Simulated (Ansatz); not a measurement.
Chalcopyrite CdGeAs2, treated with revPBE in Ansatz (plane waves, PAW).

Settings: plane-wave cutoff 520 eV, 8×8×8 k mesh, Fermi–Dirac smearing 0.01 eV, scalar-relativistic PAW data made under PBE.

Equation-of-state points:

```tsv
V (Å³/atom)	E − E_lowest (meV/atom)	P (GPa)
25.826	7.09	2.187
26.364	1.71	1.035
26.902	0.00	0.006
27.440	1.55	-0.911
27.978	6.01	-1.729
```

Fit the third-order Birch–Murnaghan equation and give B0 and B′.

V0 = 26.906 Å³/atom, B0 = 48.5 GPa, B′ = 4.7 (fit to the energies at full precision).

Shape and atoms are relaxed at each volume.

Measured, for comparison: bulk modulus 69.9 GPa (temperature not stated, not corrected to a static lattice; as tabulated in Toher et al. (2017), arXiv:1611.05714). Computed (rounded) less measured: bulk modulus -31 %.

Note: the bulk modulus comes from volumes at which shape and atoms were relaxed.

The computed numbers hold no vibrational or temperature effects.

Ansatz is an electronic-structure program.
